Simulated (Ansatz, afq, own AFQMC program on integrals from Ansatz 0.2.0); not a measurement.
**Where AFQMC and coupled cluster stand for BSiH3, triplet**

```tsv
atom	x (Å)	y (Å)	z (Å)
Si	0.0000	-0.1487	1.2839
B	0.0000	0.2323	-2.8937
H	0.0000	1.0323	2.2058
H	0.0000	1.3439	-3.3391
H	0.0000	-0.7248	-3.6043
```

Connectivity, by distances: SiH ··· BH2.

Basis cc-pVDZ. Noble-gas cores (and the filled d shells of Ga–Kr and In–Xe) are frozen. Ansatz 0.2.0 and our own AFQMC program on the same integrals; the CISD trial comes from CCSD amplitudes, and released means the phaseless constraint is let go. Uncertainties: one standard error, sampling alone.

Determinant: UHF, the one that the program's search chose, which needn't be the lowest solution. The geometry is a point of a scan.

No full CI on the walks' own integrals is used here; CCSDT(Q) serves as the reference and is uncertain by about the last step of the cluster series.

Cautions: lower spins were not checked; unrestricted determinant slightly spin contaminated (⟨S²⟩ 2.06 against 2.00).

```
T1 diagnostic                               : 0.0276
weight of the determinant in the CISD state : 0.872
⟨S²⟩ of the determinant                     : 2.061
size of the correlated space                : 10 electrons in 41 orbitals
```

Reference: CCSDT(Q), correlation energy -4.889 eV. The released energy is read at 2.40 1/Eh (meV from the phaseless value at times in 1/Eh: -2 ± 9 at 0.24, -6 ± 8 at 0.51, -14 ± 7 at 0.99, -35 ± 11 at 1.62, -31 ± 10 at 2.40).

```
         level  E − E(reference) (kJ/mol)  share of correlation (%)
            HF                      471.7                      0.00
           MP2                      128.1                     72.85
          CCSD                       10.5                     97.78
       CCSD(T)                        2.7                     99.42
         CCSDT                        0.2                     99.96
 ph-AFQMC/CISD                  2.7 ± 0.6                     99.42
released AFQMC                 -0.3 ± 1.0                    100.06
```

A walk keeps the symmetry of its determinant, which the program's search chose and which needn't be the lowest solution, so a lower state of the same spin and another symmetry isn't excluded. Released energies are given only where the last usable release times agree within the noise; a slower fall can still hide under it.
